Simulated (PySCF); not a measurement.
Gas-phase reaction: Si2H6 + 4 SiF4 = SiHF + 5 SiHF3

Energies from PySCF, thermal terms from the rigid-rotor harmonic-oscillator model, ideal gas at 1 bar. † marks an energy on the PBE0/def2-TZVP geometry and frequencies; other levels use their own. CCSD(T) freezes the core. 6-31G* has spherical d functions here. All species are closed-shell singlets. B3LYP is the form with VWN-RPA correlation. SiHF: computed as isolated molecules; such fragments, hydroxides, amides, oligomers or adducts are transient or little studied in the gas. CCSD(T) isn't extrapolated to the basis-set limit; its ΔH°(298 K) is 200.8 kJ in def2-SVP and 215.4 kJ in def2-TZVPP. The harmonic model lacks anharmonicity and excited electronic states, which grow with temperature; levels with a mode under 35 cm⁻¹ are left out. Internal rotation in Si2H6 is treated as a harmonic vibration of one conformer, which makes the entropy rough.

```csv
level,"ΔE electronic, kJ","ΔH°(298 K), kJ","ΔS°(298 K), J/K","ΔG°(600 K), kJ"
B3LYP/def2-TZVP†,184,182,220,52
BLYP/def2-TZVP†,157,155,220,26
CCSD(T)/def2-SVP†,202,201,220,71
HF/6-31G*,205,207,222,76
HF/def2-TZVP†,208,207,220,77
r2SCAN/def2-TZVP†,244,242,220,112
LDA/def2-TZVP†,248,247,220,117
ωB97M-V/def2-TZVP†,199,198,220,68
ωB97X-V/def2-TZVP†,217,215,220,86
```
ΔH° is lowest at BLYP/def2-TZVP† and highest at LDA/def2-TZVP†. No reference value is set beside these.
